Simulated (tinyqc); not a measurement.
Worked calculation: MP2 on RHF in the sto-3g basis, for LiH, spin multiplicity 1. Computed by tinyqc, a small Python program that keeps every step (integrals from PySCF). Settings: charge = 0, multiplicity = 1, basis = sto-3g, method = RHF, energy threshold = 1e-10, iteration cap = 56, orthogonalisation = canonical, start = Wolfsberg-Helmholz matrix, DIIS depth = 6. Command: `OMP_NUM_THREADS=1 python tinyqc.py 26819 26820 out.jsonl` (the two numbers bound the seeds that draw the settings). One thread of a shared host (Intel(R) Xeon(R) Processor @ 2.60GHz), about 0.1 s of CPU time with the checks. The early iterations of the SCF are left out here.

## One-electron integrals

Geometry (angstrom):
```
atom         x         y         z
Li    0.000000  0.000000  0.000000
H     0.000000  0.000000  1.799000
```

Basis sto-3g: exponents (1/bohr^2) and contraction coefficients of normalised primitives:
```
element  l (shell)   exponent  coefficient
Li           s (1)  16.119575     0.154329
Li           s (1)   2.936201     0.535328
Li           s (1)   0.794651     0.444635
Li           s (2)   0.636290    -0.099967
Li           s (2)   0.147860     0.399513
Li           s (2)   0.048089     0.700115
Li           p (3)   0.636290     0.155916
Li           p (3)   0.147860     0.607684
Li           p (3)   0.048089     0.391957
H            s (1)   3.425251     0.154329
H            s (1)   0.623914     0.535328
H            s (1)   0.168855     0.444635
```

Overlap, kinetic and nuclear-attraction integrals over the contracted functions; the nuclear repulsion is the sum of Za Zb / Rab.

nuclear repulsion = 0.88245227 hartree

overlap S, order 1Li 1s, 1Li 2s, 1Li 2px, 1Li 2py, 1Li 2pz, 2H 1s:
$$\begin{pmatrix}
1.000000 & 0.241137 & 0.000000 & 0.000000 & 0.000000 & 0.043293 \\
0.241137 & 1.000000 & 0.000000 & 0.000000 & 0.000000 & 0.346103 \\
0.000000 & 0.000000 & 1.000000 & 0.000000 & 0.000000 & 0.000000 \\
0.000000 & 0.000000 & 0.000000 & 1.000000 & 0.000000 & 0.000000 \\
0.000000 & 0.000000 & 0.000000 & 0.000000 & 1.000000 & 0.470786 \\
0.043293 & 0.346103 & 0.000000 & 0.000000 & 0.470786 & 1.000000
\end{pmatrix}$$

kinetic energy T (hartree), order 1Li 1s, 1Li 2s, 1Li 2px, 1Li 2py, 1Li 2pz, 2H 1s:
$$\begin{pmatrix}
3.576786 & -0.020237 & 0.000000 & 0.000000 & 0.000000 & -0.012161 \\
-0.020237 & 0.102163 & 0.000000 & 0.000000 & 0.000000 & 0.029757 \\
0.000000 & 0.000000 & 0.319682 & 0.000000 & 0.000000 & 0.000000 \\
0.000000 & 0.000000 & 0.000000 & 0.319682 & 0.000000 & 0.000000 \\
0.000000 & 0.000000 & 0.000000 & 0.000000 & 0.319682 & 0.099084 \\
-0.012161 & 0.029757 & 0.000000 & 0.000000 & 0.099084 & 0.760032
\end{pmatrix}$$

nuclear attraction V (hartree), order 1Li 1s, 1Li 2s, 1Li 2px, 1Li 2py, 1Li 2pz, 2H 1s:
$$\begin{pmatrix}
-8.277032 & -1.035273 & 0.000000 & 0.000000 & -0.012739 & -0.182870 \\
-1.035273 & -1.476675 & 0.000000 & 0.000000 & -0.110726 & -0.606601 \\
0.000000 & 0.000000 & -1.437685 & 0.000000 & 0.000000 & 0.000000 \\
0.000000 & 0.000000 & 0.000000 & -1.437685 & 0.000000 & 0.000000 \\
-0.012739 & -0.110726 & 0.000000 & 0.000000 & -1.525770 & -0.834901 \\
-0.182870 & -0.606601 & 0.000000 & 0.000000 & -0.834901 & -2.108152
\end{pmatrix}$$

core Hamiltonian H = T + V (hartree), order 1Li 1s, 1Li 2s, 1Li 2px, 1Li 2py, 1Li 2pz, 2H 1s:
$$\begin{pmatrix}
-4.700246 & -1.055511 & 0.000000 & 0.000000 & -0.012739 & -0.195031 \\
-1.055511 & -1.374512 & 0.000000 & 0.000000 & -0.110726 & -0.576843 \\
0.000000 & 0.000000 & -1.118003 & 0.000000 & 0.000000 & 0.000000 \\
0.000000 & 0.000000 & 0.000000 & -1.118003 & 0.000000 & 0.000000 \\
-0.012739 & -0.110726 & 0.000000 & 0.000000 & -1.206088 & -0.735817 \\
-0.195031 & -0.576843 & 0.000000 & 0.000000 & -0.735817 & -1.348120
\end{pmatrix}$$

## Two-electron integrals

Functions are numbered as in S; the eight-fold symmetry (ij|kl) = (ji|kl) = (kl|ij) leaves the list below.

Two-electron integrals (ij|kl) in chemists' order, unique and non-zero (hartree):
```
(11|11) 1.680395   (21|11) 0.265420   (21|21) 0.049941   (22|11) 0.397727
(22|21) 0.092860   (22|22) 0.290562   (31|31) 0.008981   (32|31) 0.013788
(32|32) 0.064184   (33|11) 0.396640   (33|21) 0.092880   (33|22) 0.290497
(33|33) 0.312946   (41|41) 0.008981   (42|41) 0.013788   (42|42) 0.064184
(43|43) 0.016869   (44|11) 0.396640   (44|21) 0.092880   (44|22) 0.290497
(44|33) 0.279207   (44|44) 0.312946   (51|51) 0.008981   (52|51) 0.013788
(52|52) 0.064184   (53|53) 0.016869   (54|54) 0.016869   (55|11) 0.396640
(55|21) 0.092880   (55|22) 0.290497   (55|33) 0.279207   (55|44) 0.279207
(55|55) 0.312946   (61|11) 0.046070   (61|21) 0.008722   (61|22) 0.016556
(61|33) 0.016364   (61|44) 0.016364   (61|51) 0.001047   (61|52) 0.002043
(61|55) 0.016949   (61|61) 0.001668   (62|11) 0.121581   (62|21) 0.028792
(62|22) 0.096958   (62|33) 0.091761   (62|44) 0.091761   (62|51) 0.004628
(62|52) 0.029396   (62|55) 0.107257   (62|61) 0.006030   (62|62) 0.055870
(63|31) 0.002159   (63|32) 0.010418   (63|53) 0.004380   (63|63) 0.003715
(64|41) 0.002159   (64|42) 0.010418   (64|54) 0.004380   (64|64) 0.003715
(65|11) 0.154690   (65|21) 0.036979   (65|22) 0.128947   (65|33) 0.120138
(65|44) 0.120138   (65|51) 0.007154   (65|52) 0.045103   (65|55) 0.146426
(65|61) 0.008014   (65|62) 0.080945   (65|65) 0.118633   (66|11) 0.293690
(66|21) 0.070667   (66|22) 0.262451   (66|33) 0.239427   (66|44) 0.239427
(66|51) 0.012390   (66|52) 0.098637   (66|55) 0.308300   (66|61) 0.015308
(66|62) 0.191393   (66|65) 0.287236   (66|66) 0.774606
```

## Orthogonalisation

S = U s U^T; canonical form X = U s^(-1/2), so that X^T S X = 1. Each column of U has its largest component positive (the first on a tie).

eigenvalues of S: [0.406076, 0.801032, 1.000000, 1.000000, 1.177103, 1.615789]

X, order 1Li 1s, 1Li 2s, 1Li 2px, 1Li 2py, 1Li 2pz, 2H 1s:
$$\begin{pmatrix}
0.211989 & 0.787102 & 0.000000 & 0.000000 & 0.605595 & 0.182458 \\
-0.716302 & -0.614419 & 0.000000 & 0.000000 & 0.476735 & 0.370435 \\
0.000000 & 0.000000 & 0.927443 & 0.373964 & 0.000000 & 0.000000 \\
0.000000 & 0.000000 & -0.373964 & 0.927443 & 0.000000 & 0.000000 \\
-0.857274 & 0.461800 & 0.000000 & 0.000000 & -0.473121 & 0.406695 \\
1.081501 & -0.195171 & 0.000000 & 0.000000 & -0.177982 & 0.531958
\end{pmatrix}$$

Within a degenerate level the vectors are fixed only up to a rotation; this is one choice.

## Iteration 8 (converged): orbitals

converged F (hartree), order 1Li 1s, 1Li 2s, 1Li 2px, 1Li 2py, 1Li 2pz, 2H 1s:
$$\begin{pmatrix}
-2.351883 & -0.640568 & 0.000000 & 0.000000 & 0.014604 & -0.118792 \\
-0.640568 & -0.219717 & 0.000000 & 0.000000 & -0.089000 & -0.240004 \\
0.000000 & 0.000000 & 0.163504 & 0.000000 & 0.000000 & 0.000000 \\
0.000000 & 0.000000 & 0.000000 & 0.163504 & 0.000000 & 0.000000 \\
0.014604 & -0.089000 & 0.000000 & 0.000000 & 0.020932 & -0.221229 \\
-0.118792 & -0.240004 & 0.000000 & 0.000000 & -0.221229 & -0.117112
\end{pmatrix}$$

Diagonalise F' = X^T F X, C = X C', fill 2 alpha and 2 beta electrons from the bottom; D = 2 C_occ C_occ^T. Each column has its largest component positive (the first on a tie).

F' = X^T F X (hartree):
$$\begin{pmatrix}
0.467508 & -0.171753 & 0.000000 & 0.000000 & -0.133790 & -0.058715 \\
-0.171753 & -0.840495 & 0.000000 & 0.000000 & -1.089660 & -0.360201 \\
0.000000 & 0.000000 & 0.163504 & 0.000000 & 0.000000 & 0.000000 \\
0.000000 & 0.000000 & 0.000000 & 0.163504 & 0.000000 & 0.000000 \\
-0.133790 & -1.089660 & 0.000000 & 0.000000 & -1.220521 & -0.498117 \\
-0.058715 & -0.360201 & 0.000000 & 0.000000 & -0.498117 & -0.462735
\end{pmatrix}$$

orbital energies (hartree): MO1 -2.354426, MO2 -0.267849, MO3 0.076054, MO4 0.163504, MO5 0.163504, MO6 0.489978

coefficients C, order 1Li 1s, 1Li 2s, 1Li 2px, 1Li 2py, 1Li 2pz, 2H 1s:
$$\begin{pmatrix}
0.991371 & -0.157017 & -0.212287 & 0.000000 & 0.000000 & 0.109400 \\
0.033345 & 0.471871 & 0.798083 & 0.000000 & 0.000000 & -0.628003 \\
0.000000 & 0.000000 & 0.000000 & 0.430660 & 0.902514 & 0.000000 \\
0.000000 & 0.000000 & 0.000000 & 0.902514 & -0.430660 & 0.000000 \\
-0.005208 & 0.338951 & -0.607225 & 0.000000 & 0.000000 & -0.924005 \\
0.000969 & 0.563364 & -0.158185 & 0.000000 & 0.000000 & 1.086273
\end{pmatrix}$$

D after iteration 8, order 1Li 1s, 1Li 2s, 1Li 2px, 1Li 2py, 1Li 2pz, 2H 1s:
$$\begin{pmatrix}
2.014942 & -0.082070 & 0.000000 & 0.000000 & -0.116767 & -0.174995 \\
-0.082070 & 0.447548 & 0.000000 & 0.000000 & 0.319535 & 0.531735 \\
0.000000 & 0.000000 & 0.000000 & 0.000000 & 0.000000 & 0.000000 \\
0.000000 & 0.000000 & 0.000000 & 0.000000 & 0.000000 & 0.000000 \\
-0.116767 & 0.319535 & 0.000000 & 0.000000 & 0.229829 & 0.381895 \\
-0.174995 & 0.531735 & 0.000000 & 0.000000 & 0.381895 & 0.634760
\end{pmatrix}$$

Within a degenerate level the vectors are fixed only up to a rotation; this is one choice.

## Convergence

Stop when the energy changes by less than 1e-10 hartree and every element of the error matrix X^T (F D S - S D F) X is below 3e-06.

Course of the cycle:
```
iteration  E (hartree)     change  largest element of the error matrix
1          -7.83259176          -                             5.56e-02
2          -7.84572171  -1.31e-02                             2.51e-02
3          -7.84913559  -3.41e-03                             1.26e-02
4          -7.85009799  -9.62e-04                             1.31e-03
5          -7.85009915  -1.15e-06                             5.70e-04
6          -7.85009968  -5.32e-07                             3.90e-05
7          -7.85009968  -3.85e-09                             5.10e-06
8          -7.85009968  -5.00e-11                             1.55e-07
```

PySCF RHF in the same basis = -7.85009968 hartree

Converged in 8 iterations.

## Integrals over molecular orbitals

(pq|rs) = sum C_ip C_jq C_kr C_ls (ij|kl), one index at a time.

one-electron integrals over orbitals h = C^T H C (hartree):
$$\begin{pmatrix}
-4.691061 & 0.099826 & 0.164765 & 0.000000 & 0.000000 & -0.045963 \\
0.099826 & -1.419216 & 0.026900 & 0.000000 & 0.000000 & -0.006496 \\
0.164765 & 0.026900 & -1.112859 & 0.000000 & 0.000000 & 0.026668 \\
0.000000 & 0.000000 & 0.000000 & -1.118003 & 0.000000 & 0.000000 \\
0.000000 & 0.000000 & 0.000000 & 0.000000 & -1.118003 & 0.000000 \\
-0.045963 & -0.006496 & 0.026668 & 0.000000 & 0.000000 & -0.981964
\end{pmatrix}$$

Two-electron integrals over orbitals (pq|rs), unique and non-zero (hartree):
```
(11|11) 1.658949    (21|11) -0.104423   (21|21) 0.011548    (22|11) 0.344617
(22|21) 0.004598    (22|22) 0.473681    (31|11) -0.140016   (31|21) 0.010783
(31|22) -0.013834   (31|31) 0.021868    (32|11) 0.018031    (32|21) -0.002919
(32|22) -0.052178   (32|31) 0.000050    (32|32) 0.015413    (33|11) 0.394523
(33|21) -0.010024   (33|22) 0.218573    (33|31) 0.001489    (33|32) 0.010114
(33|33) 0.335282    (41|41) 0.009815    (42|41) 0.007356    (42|42) 0.022417
(43|41) 0.010297    (43|42) 0.019527    (43|43) 0.041283    (44|11) 0.396332
(44|21) -0.003981   (44|22) 0.260538    (44|31) -0.005023   (44|32) 0.008192
(44|33) 0.281381    (44|44) 0.312946    (51|51) 0.009815    (52|51) 0.007356
(52|52) 0.022417    (53|51) 0.010297    (53|52) 0.019527    (53|53) 0.041283
(54|54) 0.016869    (55|11) 0.396332    (55|21) -0.003981   (55|22) 0.260538
(55|31) -0.005023   (55|32) 0.008192    (55|33) 0.281381    (55|44) 0.279207
(55|55) 0.312946    (61|11) 0.064201    (61|21) -0.009461   (61|22) -0.007566
(61|31) -0.003722   (61|32) 0.002265    (61|33) 0.011398    (61|44) 0.001148
(61|55) 0.001148    (61|61) 0.010183    (62|11) -0.060433   (62|21) 0.003107
(62|22) 0.117900    (62|31) 0.002400    (62|32) -0.037404   (62|33) -0.016454
(62|44) -0.025385   (62|55) -0.025385   (62|61) 0.000151    (62|62) 0.126387
(63|11) 0.018985    (63|21) -0.002872   (63|22) -0.052882   (63|31) 0.004206
(63|32) 0.011742    (63|33) 0.036023    (63|44) 0.004125    (63|55) 0.004125
(63|61) 0.004355    (63|62) -0.034115   (63|63) 0.027336    (64|41) -0.006152
(64|42) -0.019361   (64|43) -0.013226   (64|64) 0.019819    (65|51) -0.006152
(65|52) -0.019361   (65|53) -0.013226   (65|65) 0.019819    (66|11) 0.359857
(66|21) 0.001936    (66|22) 0.444399    (66|31) -0.011248   (66|32) -0.045671
(66|33) 0.240071    (66|44) 0.264982    (66|55) 0.264982    (66|61) -0.004246
(66|62) 0.120965    (66|63) -0.045005   (66|66) 0.444064
```

## Second-order Moller-Plesset energy

Hartree-Fock energy = -7.85009968 hartree

E2 = sum_ijab (ia|jb) [2 (ia|jb) - (ib|ja)] / (e_i + e_j - e_a - e_b) over occupied i, j and virtual a, b; the opposite-spin part is (ia|jb)^2 / denominator, the rest is same-spin, and SCS-MP2 scales them by 6/5 and 1/3.

Terms:
```
i  j  a  b    (ia|jb)    (ib|ja)  denominator       term
2  2  6  6   0.126387   0.126387    -1.515654  -0.010539
2  2  6  3  -0.037404  -0.037404    -1.101729  -0.001270
2  2  3  6  -0.037404  -0.037404    -1.101729  -0.001270
2  2  5  5   0.022417   0.022417    -0.862705  -0.000582
2  2  4  4   0.022417   0.022417    -0.862705  -0.000582
2  2  3  3   0.015413   0.015413    -0.687805  -0.000345
1  1  3  3   0.021868   0.021868    -4.860959  -0.000098
1  1  5  5   0.009815   0.009815    -5.035860  -0.000019
1  1  4  4   0.009815   0.009815    -5.035860  -0.000019
1  2  5  5   0.007356   0.007356    -2.949282  -0.000018
2  1  5  5   0.007356   0.007356    -2.949282  -0.000018
2  1  4  4   0.007356   0.007356    -2.949282  -0.000018
1  2  4  4   0.007356   0.007356    -2.949282  -0.000018
1  1  6  6   0.010183   0.010183    -5.688808  -0.000018
1  1  6  3  -0.003722  -0.003722    -5.274884  -2.63e-06
1  1  3  6  -0.003722  -0.003722    -5.274884  -2.63e-06
1  2  3  6   0.002400   0.002265    -3.188307  -1.91e-06
2  1  6  3   0.002400   0.002265    -3.188307  -1.91e-06
2  1  3  6   0.002265   0.002400    -3.188307  -1.51e-06
1  2  6  3   0.002265   0.002400    -3.188307  -1.51e-06
2  1  6  6   0.000151   0.000151    -3.602231  -6.35e-09
1  2  6  6   0.000151   0.000151    -3.602231  -6.35e-09
1  2  3  3   0.000050   0.000050    -2.774382  -9.11e-10
2  1  3  3   0.000050   0.000050    -2.774382  -9.11e-10
```

Pair energies (hartree; pair i-j sums ij and ji):
```
pair  opposite spin  same spin
1-1       -0.000160          0
2-1       -0.000080  -1.15e-08
2-2       -0.014589          0
```

MP2 correlation energy = -0.01482961 hartree

SCS-MP2 correlation energy = -0.01779552 hartree

MP2 total energy = -7.86492929 hartree
